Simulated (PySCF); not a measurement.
**AlH3F− (SMILES [H][Al-]([H])([H])[F]): levels of theory compared**

Wanted: a comparison of 4 runs (PBE/STO-3G, SVWN5/STO-3G, r2SCAN/STO-3G, NEVPT2(2,2)/STO-3G) of AlH3F−. The job is set up through a Python script.

The results are computed with PySCF 2.14.0.

13 further runs of the same task are left out: 1 that didn't finish, 12 set aside as unsound or not needed.

## 1. Starting point

AlH3F−: 5 atoms, total charge -1, spin state singlet. SMILES: `[H][Al-]([H])([H])[F]`. Geometry: a GFN2-xTB relaxation, a rough one for these elements and not checked as a minimum.

Bond lengths: Al1–F2 1.696 Å, Al1–H3 1.614 Å, Al1–H4 1.615 Å, Al1–H5 1.614 Å. Angles: F2–Al1–H3 108.1°, F2–Al1–H4 108.2°, F2–Al1–H5 108.2°, H3–Al1–H4 110.7°, H3–Al1–H5 110.8°, H4–Al1–H5 110.8°.

## 2. The energy at PBE/STO-3G (run 1)

geometry.xyz

```xyz
5
AlFH3
Al    -0.000570     0.000210    -0.037540
F      0.011440    -0.019350     1.657940
H      1.529880     0.011490    -0.550320
H     -0.774560     1.332620    -0.519830
H     -0.766190    -1.324970    -0.550240
```

job.py

```python
# [AlFH3]-
from pyscf import gto, dft

mol = gto.Mole()
mol.atom = 'geometry.xyz'
mol.spin = 0
mol.basis = 'sto-3g'
mol.charge = -1
mol.max_memory = 1860
mol.verbose = 4
mol.build()

mf = dft.RKS(mol)
mf.xc = 'pbe'
mf.grids.level = 5
mf.conv_tol = 1e-10
mf.kernel()
if not mf.converged:
    mf = mf.newton().run(mf.mo_coeff, mf.mo_occ)

e_tot = mf.e_tot
print(f'total energy: {e_tot:.8f} hartree')
```

On the command line:

```sh
$ OMP_NUM_THREADS=1 python job.py
```

Log:

```text
PySCF version 2.14.0

[... 72 lines left out ...]
converged SCF energy = -339.323805665437
total energy: -339.32380567 hartree
```

Wall time 1.9 s (1 thread of Arm Neoverse V2, shared host); peak memory 0.19 GiB.

## 3. The energy at SVWN5/STO-3G (run 2)

run.py

```python
from pyscf import gto, dft

mol = gto.M(
    atom='''
Al  -0.000570   0.000210  -0.037540
F    0.011440  -0.019350   1.657940
H    1.529880   0.011490  -0.550320
H   -0.774560   1.332620  -0.519830
H   -0.766190  -1.324970  -0.550240
''',
    basis='sto-3g',
    charge=-1,
    max_memory=1860,
    verbose=3,
)

myscf = dft.RKS(mol)
myscf.xc = 'svwn'
myscf.conv_tol = 1e-10
myscf.grids.level = 5
myscf.kernel()
if not myscf.converged:
    myscf = myscf.newton().run(myscf.mo_coeff, myscf.mo_occ)

e_final = myscf.e_tot
print('Final energy', e_final)
```

On the command line:

```sh
$ OMP_NUM_THREADS=1 python run.py
```

Log:

```text
converged SCF energy = -337.79339747125
Final energy -337.79339747125033
```

Run time: 1.4 s. Hardware: 1 thread of Arm Neoverse V2, shared host; peak memory 0.14 GiB.

## 4. The energy at r2SCAN/STO-3G (run 3)

run.py

```python
from pyscf import gto, dft

mol = gto.M(
    atom='''
Al      -0.000570       0.000210      -0.037540
F        0.011440      -0.019350       1.657940
H        1.529880       0.011490      -0.550320
H       -0.774560       1.332620      -0.519830
H       -0.766190      -1.324970      -0.550240
''',
    charge=-1,
    spin=0,
    verbose=3,
    max_memory=1860,
    basis='sto-3g',
)

ks = dft.RKS(mol)
ks.xc = 'r2scan'
ks.conv_tol = 1e-10
ks.grids.level = 5
ks.kernel()
if not ks.converged:
    ks = ks.newton().run(ks.mo_coeff, ks.mo_occ)

etot = ks.e_tot
print('E = %.10f Eh' % etot)
```

On the command line:

```sh
$ OMP_NUM_THREADS=1 python run.py
```

Log:

```text
converged SCF energy = -339.533838273794
E = -339.5338382738 Eh
```

Run time: 2.4 s. Hardware: 1 thread of Arm Neoverse V2, shared host; peak memory 0.19 GiB.

## 5. The energy at NEVPT2(2,2)/STO-3G (run 4)

input.py

```python
import numpy
from pyscf import gto, scf, mp, mcscf, mrpt

mol = gto.Mole()
mol.atom = '''
Al  -0.000570   0.000210  -0.037540
F    0.011440  -0.019350   1.657940
H    1.529880   0.011490  -0.550320
H   -0.774560   1.332620  -0.519830
H   -0.766190  -1.324970  -0.550240
'''
mol.charge = -1
mol.basis = 'sto-3g'
mol.max_memory = 1860
mol.verbose = 3
mol.build()

hf = mol.RHF()
hf.conv_tol = 1e-10
hf.kernel()
if not hf.converged:
    hf = hf.newton().run(hf.mo_coeff, hf.mo_occ)

pt = mp.MP2(scf.addons.convert_to_uhf(hf)).run()
noons, natorbs = mcscf.addons.make_natural_orbitals(pt)
print('natural occupations', numpy.round(noons[:40], 4))
cas = mcscf.CASSCF(hf, 2, 2)
cas.fix_spin_(ss=0.0)
cas.natorb = True
cas.kernel(natorbs)
e_pt2 = mrpt.NEVPT(cas).kernel()
e_final = cas.e_tot + e_pt2
print('E(%s) = %.9f' % ('NEVPT2', e_final))
```

On the command line:

```sh
$ OMP_NUM_THREADS=1 python input.py
```

Log:

```text
converged SCF energy = -338.664556159358
E(UMP2) = -338.71772804729  E_corr = -0.0531718879324796
E(SCS-UMP2) = -338.723744434091  E_corr = -0.0591882747330911
natural occupations [2.     2.     1.9998 1.9998 1.9995 1.9995 1.9994 1.9981 1.9981 1.992
 1.989  1.989  1.9883 0.0175 0.0101 0.0101 0.0098]
CASSCF energy = -338.677072547761
CASCI E = -338.677072547761  E(CI) = -1.22500671673993  S^2 = 0.0000000
Sr    (-1)',   E = 0.00000000000001
Si    (+1)',   E = -0.00000000000162
Sijrs (0)  ,   E = -0.03064673620356
Sijr  (+1) ,   E = -0.00488627726752
Srsi  (-1) ,   E = -0.00081751513462
Srs   (-2) ,   E = -0.00002748841157
Sij   (+2) ,   E = -0.00104014115582
Sir   (0)' ,   E = -0.00588661769168
Nevpt2 Energy = -0.043304775866381
E(NEVPT2) = -338.720377324
```

Wall time 0.86 s (1 thread of Arm Neoverse V2, shared host); peak memory 0.12 GiB.

## 6. Overview of the runs

```csv
run,level,integration grid,active selection,energy (Eh),HOMO energy (eV),LUMO energy (eV),HOMO–LUMO gap (eV),wall time
1,PBE/STO-3G,5,–,-339.323806,6.41,16.09,9.69,1.9 s
2,SVWN5/STO-3G,5,–,-337.793397,6.50,16.23,9.73,1.4 s
3,r2SCAN/STO-3G,5,–,-339.533838,5.81,16.46,10.65,2.4 s
4,"NEVPT2(2,2)/STO-3G",–,mp2 natural orbitals,-338.720377,-0.99,22.08,23.07,0.86 s
```

## 7. Results

```
                                                    quantity          value
                                         run 4: total energy  -338.72038 Eh
                  run 4: HOMO energy (Hartree–Fock orbitals)       -0.99 eV
                  run 4: LUMO energy (Hartree–Fock orbitals)       22.08 eV
run 4: HOMO–LUMO gap (to an unbound level, set by the basis)       23.07 eV
```

Over runs 1, 2, 3 the HOMO–LUMO gap runs from 9.69 eV (PBE/STO-3G) to 10.65 eV (r2SCAN/STO-3G). The empty levels of an anion lie above zero and hang on the basis. Totals of different functionals can't be ranked against each other. In runs 1, 2, 3 the HOMO lies above zero, so the outermost electron may be held by the basis alone. In runs 1, 2, 3, 4 the basis is minimal, so the values are rough. All runs together took 6.5 s, the longest 2.4 s.
